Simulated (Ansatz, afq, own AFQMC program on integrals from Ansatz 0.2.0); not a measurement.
Integrals from Ansatz 0.2.0, then the random walk in our own AFQMC program (afq).

```yaml
crystal:
  periodic: [false, false, false]
  atoms:
    - {symbol: Al, position_ang: [0.000000, 0.000000, 0.000000]}
    - {symbol: O, position_ang: [0.000000, 0.000000, 1.620001]}
basis:
  gaussian: {orbitals: 6-31G}
magnetization: {spin_polarized: true, initial_magnetization: 1}
correlation: {method: ccsd_t, electrons: outside_noble_gas, hamiltonian_folder: ham}
```

```sh
$ ansatz run in.yaml --threads 1 --pin off --events-out ev --progress --plain --max-ram 24576MiB --backend cuda --devices 0, --max-vram 18GiB
```

afq runs on the folder ham with

```
--method phaseless --trial cisd --walkers 4000 --populations 20 --least-time 60 --time-step 0.005 --steps-per-block 50 --equilibration-blocks 28 --max-blocks 4000 --target-error 0.00018 --factor-cut 1e-05 --start spin_pure --seed 6509 --release-times 0.24,0.51,0.99,1.62,2.4 --release-step 0.03 --release-every 3 --taylor-order 6
```

Times are imaginary, in 1/Eh. The walk had a cap of 122 s. With eight or more populations the least sampling time is a fifth of least-time, and the error comes from their spread.

Log:

```
orbitals 16  electrons 5 4  factors 85 of 214
reference energy -316.68375134 Eh
CCSD correlation -0.16597843 Eh in 16 cycles, weight of the determinant in the CISD state 0.6806
energy of the start -316.849203 Eh
 block  time / (1/Eh)  mean weight  energy / Eh
     1     0.250  1.0001  -316.848124
     2     0.500  0.9999  -316.849232
     3     0.750  1.0000  -316.851420
     4     1.000  1.0001  -316.852621
     5     1.250  0.9998  -316.852821
    10     2.500  0.9999  -316.855062
    29     7.250  0.9998  -316.855307
    49    12.250  1.0001  -316.859090
    69    17.250  1.0003  -316.856699
    89    22.250  0.9998  -316.856231
   109    27.250  1.0003  -316.855366
   117    29.250  1.0001  -316.853482
   129    32.250  0.9999  -316.858115
   149    37.250  1.0003  -316.856614
   169    42.250  0.9999  -316.855965
   185    46.250  1.0000  -316.857791
error from the spread of 20 populations
released: time / (1/Eh)  energy / Eh  error  mean overlap
  0.24  -316.856619  0.000120  0.9987
  0.51  -316.856692  0.000140  0.9986
  0.99  -316.856905  0.000131  0.9997
  1.62  -316.857069  0.000184  0.9985
  2.40  -316.857198  0.000180  0.9987
energy -316.856216 +/- 0.000175 Eh
(rows thinned)
```

The run passed its tests (sampling time, drift between the halves within three errors, error under three times the target), which doesn't prove that it has relaxed.

Against this walk (error 4.8 meV) on the same determinant: CCSD(T) 42.7 meV higher, full CI 68.3 meV lower. The error is statistical and leaves out the bias of the constraint. The released energies are still falling (meV from the phaseless value at times in 1/Eh: -11 ± 3 at 0.24, -13 ± 4 at 0.51, -19 ± 4 at 0.99, -23 ± 5 at 1.62, -27 ± 5 at 2.40), so they give no level; they do show a bias of the constraint, and the last of them that isn't too noisy lies 42 meV above full CI. Full CI is exact here, so the walk's 68 meV above it is the walk's own error: the bias of the constraint with this trial. The determinant is a poor start (see the cautions), so the low cluster orders aren't to be relied on, and full CI is the sure value.

Cautions: constraint bias not in the error; an unrestricted solution with more broken spin lies lower (176 meV, ⟨S²⟩ 0.90); strong correlation (T1 0.117, weight of the determinant 0.68, largest double 0.12).

The walk took 49 s on 1 × NVIDIA H100 80GB HBM3 with 2 threads of AMD EPYC 7R13 Processor (Zen 3) (shared host) (the card was shared). The log's last line is the phaseless energy.

A walk keeps the symmetry of its determinant, which the program's search chose and which needn't be the lowest solution, so a lower state of the same spin and another symmetry isn't excluded.
